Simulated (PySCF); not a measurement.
## How methods differ on the ionisation energy of B

B [He] 2s2 2p1 [2p1/2^1, M_J = 1/2] → B⁺ [He] 2s2, as a difference of total energies. All numbers are calculated (PySCF 2.14, the two-component X2C-1e Hamiltonian, in x2c-SVPall-2c (3s2p1d, 14 functions)). Correlated levels: 1s2 frozen. "Screened" scales the spin-orbit matrix elements by Boettger's factors to mimic the two-electron term; Breit and QED terms are absent.

```
                    method  ionisation energy (eV)  error (eV)
           GHF (spin-free)                   8.144      -0.154
          GMP2 (spin-free)                   8.200      -0.098
 GHF (screened spin-orbit)                   8.146      -0.152
GMP2 (screened spin-orbit)                   8.201      -0.097
```

Reference: 8.298 eV (measured; NIST Atomic Spectra Database, ionization energies).

Errors of the correlated levels include the incompleteness of this basis and the frozen core.

The determinant of B mixes levels of different J (the jj label is only the starting occupation), so the difference between spin-free and spin-orbit rows is not the physical spin-orbit shift.
